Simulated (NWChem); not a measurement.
Program: NWChem. System: HLi, charge 0, spin multiplicity 1, at a geometry optimised with PBE0/def2-SVP. The structure started from a generated list of species. Level: PBE/def2-TZVP.

The NWChem input:

```
start mol
memory heap 200 mb stack 900 mb global 1100 mb
geometry units angstroms nocenter noautoz
  Li     0.000000     0.000000     0.399406
  H      0.000000     0.000000    -1.198218
  symmetry group C2v
end
basis spherical
  * library def2-tzvp
end
dft
  xc xpbe96 cpbe96
  semidirect memsize 60000000 filesize 0
  iterations 100
end
task dft energy
```

Part of the output:

```
             Northwest Computational Chemistry Package (NWChem) 7.3.0
             --------------------------------------------------------

                                NWChem Input Module
                                -------------------

 Scaling coordinates for geometry "geometry" by  1.889725989
 (inverse scale =  0.529177249)

 Turning off AUTOSYM since
 SYMMETRY directive was detected!

                             Geometry "geometry" -> ""
                             -------------------------

 Output coordinates in angstroms (scale by  1.889725989 to convert to a.u.)

  No.       Tag          Charge          X              Y              Z
 ---- ---------------- ---------- -------------- -------------- --------------
    1 Li                   3.0000     0.00000000     0.00000000     0.39940600
    2 H                    1.0000     0.00000000     0.00000000    -1.19821800

 Effective nuclear repulsion energy (a.u.)       0.9936829611

            Nuclear Dipole moment (a.u.)
            ----------------------------
        X                 Y               Z
 ---------------- ---------------- ----------------
     0.0000000000     0.0000000000     0.0000000000

      Symmetry information
      --------------------

 Group name             C2v
 Group number             16
 Group order               4
 No. of unique centers     2

      Symmetry unique atoms

     1    2


 Summary of "ao basis" -> "" (spherical)
 ------------------------------------------------------------------------------
       Tag                 Description            Shells   Functions and Types
 ---------------- ------------------------------  ------  ---------------------
 *                         def2-tzvp                  on all atoms

  pbe96 is a nonlocal functional; adding pw91lda local functional.

                                 NWChem DFT Module
                                 -----------------

 Summary of "ao basis" -> "ao basis" (spherical)
 ------------------------------------------------------------------------------
       Tag                 Description            Shells   Functions and Types
 ---------------- ------------------------------  ------  ---------------------
 Li                        def2-tzvp                 8       14   5s3p
 H                         def2-tzvp                 4        6   3s1p

 Summary of "ao basis" -> "ao basis" (spherical)
 ------------------------------------------------------------------------------
       Tag                 Description            Shells   Functions and Types
 ---------------- ------------------------------  ------  ---------------------
 Li                        def2-tzvp                 8       14   5s3p
 H                         def2-tzvp                 4        6   3s1p

      Symmetry analysis of basis
      --------------------------

        a1         12
        a2          0
        b1          4
        b2          4

            General Information
            -------------------
          SCF calculation type: DFT
          Wavefunction type:  closed shell.
          No. of atoms     :     2
          No. of electrons :     4
           Alpha electrons :     2
            Beta electrons :     2
          Charge           :     0
          Spin multiplicity:     1
          Use of symmetry is: on ; symmetry adaption is: on
          Maximum number of iterations: 100
          AO basis - number of functions:    20
                     number of shells:    12
          Convergence on energy requested:  1.00D-06
          Convergence on density requested:  1.00D-05
          Convergence on gradient requested:  5.00D-04

              XC Information
              --------------
          PerdewBurkeErnzerhof Exchange Functional  1.000
            Perdew 1991 LDA Correlation Functional  1.000 local
           PerdewBurkeErnz. Correlation Functional  1.000 non-local

             Grid Information
             ----------------
          Grid used for XC integration:  medium
          Radial quadrature: Mura-Knowles
          Angular quadrature: Lebedev.
          Tag              B.-S. Rad. Rad. Pts. Rad. Cut. Ang. Pts.
          ---              ---------- --------- --------- ---------
          Li                  1.45       49           9.0       434
          H                   0.35       45           9.0       434
          Grid pruning is: on
          Number of quadrature shells:    94
          Spatial weights used:  Erf1

          Convergence Information
          -----------------------
          Convergence aids based upon iterative change in
          total energy or number of iterations.
          Levelshifting, if invoked, occurs when the
          HOMO/LUMO gap drops below (HL_TOL):  1.00D-02
          DIIS, if invoked, will attempt to extrapolate
          using up to (NFOCK): 10 stored Fock matrices.

                    Damping( 0%)  Levelshifting(0.5)       DIIS
                  --------------- ------------------- ---------------
          dE  on:    start            ASAP                start
          dE off:    2 iters        100 iters           100 iters

      Screening Tolerance Information
      -------------------------------
          Density screening/tol_rho:  1.00D-10
          AO Gaussian exp screening on grid/accAOfunc:  14
          CD Gaussian exp screening on grid/accCDfunc:  20
          XC Gaussian exp screening on grid/accXCfunc:  20
          Schwarz screening/accCoul:  1.00D-08

      Superposition of Atomic Density Guess
      -------------------------------------

 Sum of atomic energies:          -7.93246079

      Non-variational initial energy
      ------------------------------

 Total energy =      -7.779981
 1-e energy   =     -12.123430
 2-e energy   =       3.349765
 HOMO         =      -0.315561
 LUMO         =      -0.027322

      Symmetry analysis of molecular orbitals - initial
      -------------------------------------------------

 !! scf_movecs_sym_adapt:    8 vectors were symmetry contaminated

  Symmetry fudging

 !! scf_movecs_sym_adapt:    8 vectors were symmetry contaminated

  Numbering of irreducible representations:

     1 a1          2 a2          3 b1          4 b2

  Orbital symmetries:

     1 a1          2 a1          3 a1          4 b2          5 b1
     6 a1          7 a1          8 a1          9 b2         10 b1
    11 a1         12 a1

------------------------------------------------------------
EAF file 0: "./mol.aoints.0" size=524288 bytes
------------------------------------------------------------
               write      read    awrite     aread      wait
               -----      ----    ------     -----      ----
     calls:        1         0         0         0         0
   data(b): 5.24e+05  0.00e+00  0.00e+00  0.00e+00
   time(s): 0.00e+00  0.00e+00  0.00e+00  0.00e+00  0.00e+00
rate(mb/s): 0.00e+00  0.00e+00
------------------------------------------------------------

 !! scf_movecs_sym_adapt:    8 vectors were symmetry contaminated

  Symmetry fudging

 !! scf_movecs_sym_adapt:    8 vectors were symmetry contaminated

   convergence    iter        energy       DeltaE   RMS-Dens  Diis-err    time
 ---------------- ----- ----------------- --------- --------- ---------  ------
 d= 0,ls=0.0,diis     1     -8.0361525024 -9.03D+00  1.93D-02  7.33D-02     0.0

 !! scf_movecs_sym_adapt:    8 vectors were symmetry contaminated

  Symmetry fudging

 !! scf_movecs_sym_adapt:    8 vectors were symmetry contaminated

 d= 0,ls=0.0,diis     2     -8.0374490010 -1.30D-03  1.42D-02  1.89D-02     0.1

 !! scf_movecs_sym_adapt:    8 vectors were symmetry contaminated

  Symmetry fudging

 !! scf_movecs_sym_adapt:    8 vectors were symmetry contaminated

 d= 0,ls=0.0,diis     3     -8.0429277536 -5.48D-03  4.57D-03  6.96D-03     0.1

 !! scf_movecs_sym_adapt:    8 vectors were symmetry contaminated

  Symmetry fudging

 !! scf_movecs_sym_adapt:    8 vectors were symmetry contaminated

 d= 0,ls=0.0,diis     4     -8.0453208187 -2.39D-03  5.49D-04  5.03D-05     0.1

 !! scf_movecs_sym_adapt:    8 vectors were symmetry contaminated

  Symmetry fudging

 !! scf_movecs_sym_adapt:    8 vectors were symmetry contaminated

 d= 0,ls=0.0,diis     5     -8.0453404349 -1.96D-05  4.51D-05  2.10D-07     0.1

 !! scf_movecs_sym_adapt:    8 vectors were symmetry contaminated

  Symmetry fudging

 !! scf_movecs_sym_adapt:    8 vectors were symmetry contaminated

 d= 0,ls=0.0,diis     6     -8.0453405060 -7.11D-08  5.83D-06  1.28D-08     0.1

         Total DFT energy =       -8.045340505988
      One electron energy =      -12.436630626569
           Coulomb energy =        5.583153901208
    Exchange-Corr. energy =       -2.185546741699
 Nuclear repulsion energy =        0.993682961072

 Numeric. integr. density =        3.999999710274

     Total iterative time =      0.0s

                  Occupations of the irreducible representations
                  ----------------------------------------------

                     irrep           alpha         beta
                     --------     --------     --------
                     a1                2.0          2.0
                     a2                0.0          0.0
                     b1                0.0          0.0
                     b2                0.0          0.0

                       DFT Final Molecular Orbital Analysis
                       ------------------------------------

 Vector    1  Occ=2.000000D+00  E=-1.871964D+00  Symmetry=a1
              MO Center=  5.4D-24,  8.7D-23,  4.0D-01, r^2= 1.3D-01
   Bfn.  Coefficient  Atom+Function         Bfn.  Coefficient  Atom+Function
  ----- ------------  ---------------      ----- ------------  ---------------
     2      0.634563  1 Li s                  1      0.245972  1 Li s
     3      0.236751  1 Li s

 Vector    2  Occ=2.000000D+00  E=-1.614870D-01  Symmetry=a1
              MO Center= -1.2D-15,  7.8D-16, -9.9D-01, r^2= 1.6D+00
   Bfn.  Coefficient  Atom+Function         Bfn.  Coefficient  Atom+Function
  ----- ------------  ---------------      ----- ------------  ---------------
    16      0.325441  2 H  s                 17      0.282695  2 H  s
     4      0.247602  1 Li s                 15      0.176986  2 H  s
     5      0.135383  1 Li s                 11     -0.133008  1 Li pz
     2     -0.110985  1 Li s                  8     -0.086483  1 Li pz
     3     -0.062103  1 Li s                  1     -0.032195  1 Li s

 Vector    3  Occ=0.000000D+00  E=-5.711061D-02  Symmetry=a1
              MO Center=  2.3D-16,  5.4D-15,  1.3D+00, r^2= 4.6D+00
   Bfn.  Coefficient  Atom+Function         Bfn.  Coefficient  Atom+Function
  ----- ------------  ---------------      ----- ------------  ---------------
     5      0.606515  1 Li s                 11      0.440900  1 Li pz
     4      0.323772  1 Li s                 17     -0.159098  2 H  s
     8      0.119281  1 Li pz                16     -0.118760  2 H  s
     2     -0.103660  1 Li s                  3     -0.065535  1 Li s
    15     -0.063133  2 H  s                  1     -0.029467  1 Li s

 Vector    4  Occ=0.000000D+00  E=-4.310730D-03  Symmetry=b1
              MO Center=  1.3D-16, -1.6D-46,  3.9D-01, r^2= 5.2D+00
   Bfn.  Coefficient  Atom+Function         Bfn.  Coefficient  Atom+Function
  ----- ------------  ---------------      ----- ------------  ---------------
     9      0.928851  1 Li px                 6      0.155252  1 Li px

 Vector    5  Occ=0.000000D+00  E=-4.310730D-03  Symmetry=b2
              MO Center= -8.4D-45, -6.6D-15,  3.9D-01, r^2= 5.2D+00
   Bfn.  Coefficient  Atom+Function         Bfn.  Coefficient  Atom+Function
  ----- ------------  ---------------      ----- ------------  ---------------
    10      0.928851  1 Li py                 7      0.155252  1 Li py

 center of mass
 --------------
 x =   0.00000000 y =   0.00000000 z =   0.37556025

 moments of inertia (a.u.)
 ------------------
           8.032303002989           0.000000000000           0.000000000000
           0.000000000000           8.032303002989           0.000000000000
           0.000000000000           0.000000000000           0.000000000000

     Multipole analysis of the density
     ---------------------------------

     L   x y z        total         alpha         beta         nuclear
     -   - - -        -----         -----         ----         -------
     0   0 0 0     -0.000000     -2.000000     -2.000000      4.000000

     1   1 0 0      0.000000      0.000000      0.000000      0.000000
     1   0 1 0      0.000000      0.000000      0.000000      0.000000
     1   0 0 1      2.209623      1.104812      1.104812      0.000000

     2   2 0 0     -4.219888     -2.109944     -2.109944      0.000000
     2   1 1 0      0.000000      0.000000      0.000000      0.000000
     2   1 0 1      0.000000      0.000000      0.000000      0.000000
     2   0 2 0     -4.219888     -2.109944     -2.109944      0.000000
     2   0 1 1      0.000000      0.000000      0.000000      0.000000
     2   0 0 2     -5.379262     -6.107678     -6.107678      6.836095

 Task  times  cpu:        0.1s     wall:        0.1s

 Total times  cpu:        0.1s     wall:        0.1s
```
